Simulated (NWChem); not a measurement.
Everything below was run with NWChem. System: HO, charge 1, spin multiplicity 3, at the geometry of a parent with another charge or spin, in a state set for the comparison that need not be this species' ground state. Its SCF solution wasn't tested for a lower state. Level: UHF/def2-TZVPD.

Job file:

```
start mol
memory heap 200 mb stack 900 mb global 1100 mb
charge 1
geometry units angstroms nocenter noautoz
  O      0.000000     0.000000     0.108493
  H      0.000000     0.000000    -0.867944
  symmetry group C2v
end
basis spherical
  * library def2-tzvpd
end
scf
  uhf
  nopen 2
  maxiter 100
  thresh 1e-7
  semidirect memsize 60000000 filesize 0
  # guess.movecs holds the orbitals of an unrestricted PBE0 run
  vectors input guess.movecs output mol.movecs
end
task scf energy
```

Part of the output:

```
             Northwest Computational Chemistry Package (NWChem) 7.3.0
             --------------------------------------------------------

                                NWChem Input Module
                                -------------------

 Scaling coordinates for geometry "geometry" by  1.889725989
 (inverse scale =  0.529177249)

 Turning off AUTOSYM since
 SYMMETRY directive was detected!

                             Geometry "geometry" -> ""
                             -------------------------

 Output coordinates in angstroms (scale by  1.889725989 to convert to a.u.)

  No.       Tag          Charge          X              Y              Z
 ---- ---------------- ---------- -------------- -------------- --------------
    1 O                    8.0000     0.00000000     0.00000000     0.10849300
    2 H                    1.0000     0.00000000     0.00000000    -0.86794400

 Effective nuclear repulsion energy (a.u.)       4.3355771975

            Nuclear Dipole moment (a.u.)
            ----------------------------
        X                 Y               Z
 ---------------- ---------------- ----------------
     0.0000000000     0.0000000000     0.0000000000

      Symmetry information
      --------------------

 Group name             C2v
 Group number             16
 Group order               4
 No. of unique centers     2

      Symmetry unique atoms

     1    2


 Summary of "ao basis" -> "" (spherical)
 ------------------------------------------------------------------------------
       Tag                 Description            Shells   Functions and Types
 ---------------- ------------------------------  ------  ---------------------
 *                         def2-tzvpd                 on all atoms

 Summary of "ao basis" -> "ao basis" (spherical)
 ------------------------------------------------------------------------------
       Tag                 Description            Shells   Functions and Types
 ---------------- ------------------------------  ------  ---------------------
 O                         def2-tzvpd               14       40   6s4p3d1f
 H                         def2-tzvpd                5        9   3s2p

                                 NWChem SCF Module
                                 -----------------

  ao basis        = "ao basis"
  functions       =    49
  atoms           =     2
  alpha electrons =     5
  beta  electrons =     3
  charge          =   1.00
  wavefunction    = UHF
  use symmetry    = T
  symmetry adapt  = T

 Summary of "ao basis" -> "ao basis" (spherical)
 ------------------------------------------------------------------------------
       Tag                 Description            Shells   Functions and Types
 ---------------- ------------------------------  ------  ---------------------
 O                         def2-tzvpd               14       40   6s4p3d1f
 H                         def2-tzvpd                5        9   3s2p

      Symmetry analysis of basis
      --------------------------

        a1         23
        a2          4
        b1         11
        b2         11

 Forming initial guess at       0.0s

   Symmetry analysis of molecular orbitals - initial alpha
   -------------------------------------------------------

  Numbering of irreducible representations:

     1 a1          2 a2          3 b1          4 b2

  Orbital symmetries:

     1 a1          2 a1          3 a1          4 b2          5 b1
     6 a1          7 a1          8 b2          9 b1         10 a1
[...]
   Bfn.  Coefficient  Atom+Function         Bfn.  Coefficient  Atom+Function
  ----- ------------  ---------------      ----- ------------  ---------------
     9      0.462569  1 O  pz                12      0.400722  1 O  pz
     4      0.152992  1 O  s

 Vector    6  Occ=0.000000D+00  E=-1.813696D-01  Symmetry=a1
              MO Center=  3.1D-14, -4.8D-14, -1.2D+00, r^2= 3.3D+00
   Bfn.  Coefficient  Atom+Function         Bfn.  Coefficient  Atom+Function
  ----- ------------  ---------------      ----- ------------  ---------------
     6      1.435070  1 O  s                 43     -0.525937  2 H  s
    49     -0.491508  2 H  pz                18     -0.302341  1 O  pz
     4     -0.249503  1 O  s                 42      0.192756  2 H  s
    12      0.191141  1 O  pz

 Vector    7  Occ=0.000000D+00  E=-8.276262D-02  Symmetry=b2
              MO Center=  3.6D-16,  4.4D-13, -2.8D-02, r^2= 7.4D+00
   Bfn.  Coefficient  Atom+Function         Bfn.  Coefficient  Atom+Function
  ----- ------------  ---------------      ----- ------------  ---------------
    17      1.066750  1 O  py

 Vector    8  Occ=0.000000D+00  E=-8.276262D-02  Symmetry=b1
              MO Center= -2.2D-13,  1.5D-16, -2.8D-02, r^2= 7.4D+00
   Bfn.  Coefficient  Atom+Function         Bfn.  Coefficient  Atom+Function
  ----- ------------  ---------------      ----- ------------  ---------------
    16      1.066750  1 O  px

                     UHF Final Beta Molecular Orbital Analysis
                     -----------------------------------------

 Vector    2  Occ=1.000000D+00  E=-1.656018D+00  Symmetry=a1
              MO Center= -1.5D-16, -6.0D-16, -1.2D-01, r^2= 4.5D-01
   Bfn.  Coefficient  Atom+Function         Bfn.  Coefficient  Atom+Function
  ----- ------------  ---------------      ----- ------------  ---------------
     4      0.502174  1 O  s                  3      0.342778  1 O  s
     2     -0.236448  1 O  s

 Vector    3  Occ=1.000000D+00  E=-1.129022D+00  Symmetry=a1
              MO Center= -3.2D-16,  4.7D-16,  1.2D-01, r^2= 6.1D-01
   Bfn.  Coefficient  Atom+Function         Bfn.  Coefficient  Atom+Function
  ----- ------------  ---------------      ----- ------------  ---------------
     9      0.425403  1 O  pz                12      0.370077  1 O  pz
     4      0.215620  1 O  s                 42     -0.191505  2 H  s

 Vector    4  Occ=0.000000D+00  E=-3.468706D-01  Symmetry=b2
              MO Center=  3.4D-17, -1.1D-14,  4.2D-02, r^2= 1.0D+00
   Bfn.  Coefficient  Atom+Function         Bfn.  Coefficient  Atom+Function
  ----- ------------  ---------------      ----- ------------  ---------------
     8      0.383429  1 O  py                14      0.377807  1 O  py
    11      0.371913  1 O  py

 Vector    5  Occ=0.000000D+00  E=-3.468706D-01  Symmetry=b1
              MO Center= -7.3D-15,  1.7D-16,  4.2D-02, r^2= 1.0D+00
   Bfn.  Coefficient  Atom+Function         Bfn.  Coefficient  Atom+Function
  ----- ------------  ---------------      ----- ------------  ---------------
     7      0.383429  1 O  px                13      0.377807  1 O  px
    10      0.371913  1 O  px

 Vector    6  Occ=0.000000D+00  E=-1.653370D-01  Symmetry=a1
              MO Center=  1.6D-15,  1.6D-15, -1.2D+00, r^2= 3.5D+00
   Bfn.  Coefficient  Atom+Function         Bfn.  Coefficient  Atom+Function
  ----- ------------  ---------------      ----- ------------  ---------------
     6      1.638949  1 O  s                 43     -0.755443  2 H  s
    49     -0.580798  2 H  pz                18     -0.364424  1 O  pz
     4     -0.238612  1 O  s                 12      0.186236  1 O  pz

 center of mass
 --------------
 x =   0.00000000 y =   0.00000000 z =   0.09564922

 moments of inertia (a.u.)
 ------------------
           3.228005521216           0.000000000000           0.000000000000
           0.000000000000           3.228005521216           0.000000000000
           0.000000000000           0.000000000000           0.000000000000

  Mulliken analysis of the total density
  --------------------------------------

    Atom       Charge   Shell Charges
 -----------   ------   -------------------------------------------------------
    1 O    8     7.50   0.80  1.18  0.66  1.06  0.21 -0.01  1.66  1.58  0.33  0.00  0.00  0.02  0.00  0.00
    2 H    1     0.50   0.22  0.25  0.00  0.03 -0.00

  Mulliken analysis of the alpha density
  --------------------------------------

    Atom       Charge   Shell Charges
 -----------   ------   -------------------------------------------------------
    1 O    8     4.79   0.40  0.59  0.36  0.54  0.08 -0.01  1.33  1.24  0.25  0.00  0.00  0.01  0.00  0.00
    2 H    1     0.21   0.09  0.10  0.00  0.02 -0.00

   Mulliken analysis of the beta density
   -------------------------------------

    Atom       Charge   Shell Charges
 -----------   ------   -------------------------------------------------------
    1 O    8     2.71   0.40  0.59  0.30  0.52  0.13 -0.00  0.33  0.35  0.08  0.00  0.00  0.01  0.00  0.00
    2 H    1     0.29   0.12  0.15 -0.00  0.01  0.00

   Mulliken analysis of the spin density
   -------------------------------------

    Atom       Charge   Shell Charges
 -----------   ------   -------------------------------------------------------
    1 O    8     2.08   0.00 -0.00  0.05  0.03 -0.05 -0.00  1.00  0.89  0.17  0.00 -0.00  0.00  0.00 -0.00
    2 H    1    -0.08  -0.03 -0.06  0.01  0.01 -0.01

       Multipole analysis of the density wrt the origin
       ------------------------------------------------

     L   x y z        total         alpha         beta         nuclear
     -   - - -        -----         -----         ----         -------
     0   0 0 0      1.000000     -5.000000     -3.000000      9.000000

     1   1 0 0      0.000000     -0.000000      0.000000      0.000000
     1   0 1 0      0.000000      0.000000      0.000000      0.000000
     1   0 0 1     -0.782975     -0.579099     -0.203876      0.000000

     2   2 0 0     -2.956618     -2.090981     -0.865636      0.000000
     2   1 1 0     -0.000000     -0.000000      0.000000      0.000000
     2   1 0 1      0.000000      0.000000      0.000000      0.000000
     2   0 2 0     -2.956618     -2.090981     -0.865636      0.000000
     2   0 1 1     -0.000000      0.000000     -0.000000      0.000000
     2   0 0 2     -1.809320     -2.598471     -2.237299      3.026451

 Task  times  cpu:        0.1s     wall:        0.1s

 Total times  cpu:        0.2s     wall:        0.2s
```
